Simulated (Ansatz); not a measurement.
**UHF/3-21G run of AlNH2Cl (SMILES [NH2][Al][Cl])**

What is the vertical doublet–quartet gap of AlNH2Cl at UHF/3-21G? 

Program for the calculation: Ansatz 0.2.0.

71 further runs of the same task are left out: 71 set aside as unsound or not needed.

### Step 1. Starting point

AlNH2Cl has 5 atoms, charge 0, and is taken as a doublet. As SMILES, `[NH2][Al][Cl]`. The coordinates come from a PBE0-D4/def2-TZVP relaxation. This is one conformer, not always the lowest.

Bond lengths: N1–Al2 1.765 Å, Al2–Cl3 2.116 Å, N1–H4 1.007 Å, N1–H5 1.009 Å. Angles: N1–Al2–Cl3 116.7°, Al2–N1–H4 124.9°, Al2–N1–H5 124.1°, H4–N1–H5 111.0°.

### Step 2. The energy at UHF/3-21G

Input file job.yaml:

```yaml
basis:
  gaussian:
    orbitals: 3-21G.json
crystal:
  periodic: [false, false, false]
  atoms:
    - {symbol: N, position_ang: [-0.549400, 0.461700, -0.232000]}
    - {symbol: Al, position_ang: [0.402600, -0.291600, 1.049100]}
    - {symbol: Cl, position_ang: [1.907000, -1.649700, 0.440800]}
    - {symbol: H, position_ang: [-1.293600, 1.123300, -0.083500]}
    - {symbol: H, position_ang: [-0.416600, 0.282700, -1.215900]}
accuracy: high
hamiltonian:
  xc: hf
magnetization:
  spin_polarized: true
  initial_magnetization: 1
output: {orbitals: {seedname: orbitals}}
```

The basis set 3-21G is read from a file made from the Basis Set Exchange's data (not shown).

Run with:

```bash
$ ansatz run job.yaml --threads 1 --pin off --max-ram 3480MiB --events-out events.jsonl --progress --plain --runs-dir runs
```

What it wrote:

```text
Warning: RAYON_NUM_THREADS=1 ignored (pool sized by the plan → 1); use --threads N
Functional definition: HF
  name "HF"
  exchange = exact_x
  correlation = 0
860 factors; integrals over basis functions are off by at most 6.0e-9 eV
mean field evaluation 1: about -20495.3353 eV, gradient 2.1e1 eV
mean field evaluation 2: about -20495.4464 eV, gradient 2.2e1 eV
mean field evaluation 4: about -20497.8026 eV, gradient 1.8e0 eV
mean field evaluation 8: about -20497.8820 eV, gradient 3.8e-1 eV
mean field evaluation 16: about -20497.8863 eV, gradient 1.8e-5 eV
mean field -20497.88630395 eV, -753.2834277037 hartree, gradient 3.9e-8 eV, S^2 0.754151; 0 other end points of the search recorded, 0 dependent functions left out
reference -20497.88630395 eV, -753.2834277037 hartree; 20, 19 occupied and 19, 20 virtual orbitals, 860 factors
Total energy: -20497.88630395 eV, -753.2834277037 hartree
```

Run time: 0.89 s. Hardware: 1 thread of Arm Neoverse N1, shared host; peak memory 0.099 GiB.

### Step 3. The quartet

Input file input.yaml:

```yaml
crystal:
  periodic: [false, false, false]
  atoms:
    - symbol: N
      position_ang: [-0.549400, 0.461700, -0.232000]
    - symbol: Al
      position_ang: [0.402600, -0.291600, 1.049100]
    - symbol: Cl
      position_ang: [1.907000, -1.649700, 0.440800]
    - symbol: H
      position_ang: [-1.293600, 1.123300, -0.083500]
    - symbol: H
      position_ang: [-0.416600, 0.282700, -1.215900]
basis:
  gaussian:
    orbitals: 3-21G.json
magnetization:
  spin_polarized: true
  initial_magnetization: 3
hamiltonian:
  xc: hf
accuracy: high
output: {orbitals: {seedname: orbitals}}
```

The basis set 3-21G is read from a file made from the Basis Set Exchange's data (not shown).

Run with:

```bash
$ ansatz run input.yaml --threads 1 --pin off --max-ram 3480MiB --events-out events.jsonl --progress --plain --runs-dir runs
```

What it wrote:

```text
Warning: RAYON_NUM_THREADS=1 ignored (pool sized by the plan → 1); use --threads N
Functional definition: HF
  name "HF"
  exchange = exact_x
  correlation = 0
860 factors; integrals over basis functions are off by at most 6.0e-9 eV
mean field evaluation 1: about -20492.1546 eV, gradient 1.2e1 eV
mean field evaluation 2: about -20492.3470 eV, gradient 1.2e1 eV
mean field evaluation 4: about -20493.9357 eV, gradient 1.8e0 eV
mean field evaluation 8: about -20494.0035 eV, gradient 2.3e-1 eV
mean field evaluation 16: about -20494.0048 eV, gradient 1.2e-8 eV
mean field evaluation 32: about -20490.8034 eV, gradient 2.4e0 eV
mean field -20494.00484684 eV, -753.1407867859 hartree, gradient 3.1e-8 eV, S^2 3.758990; 1 other end points of the search recorded, 0 dependent functions left out
reference -20494.00484684 eV, -753.1407867859 hartree; 21, 18 occupied and 18, 21 virtual orbitals, 860 factors
Total energy: -20494.00484684 eV, -753.1407867859 hartree
```

Wall time 1.1 s (1 thread of Arm Neoverse N1, shared host); peak memory 0.11 GiB.

### Step 4. Outcome

At UHF/3-21G:

```
                                        quantity          value
                           doublet: total energy  -753.28343 Eh
     doublet: HOMO energy (highest over α and β)       -8.83 eV
      doublet: LUMO energy (lowest over α and β)        0.55 eV
                                   doublet: ⟨S²⟩          0.754
                           quartet: total energy  -753.14079 Eh
     quartet: HOMO energy (highest over α and β)       -5.11 eV
      quartet: LUMO energy (lowest over α and β)       -0.64 eV
                                   quartet: ⟨S²⟩          3.759
vertical energy of the quartet above the doublet       3.881 eV
```

**Reading.** At this shape the quartet lies 3.88 eV (375 kJ/mol) above the doublet.
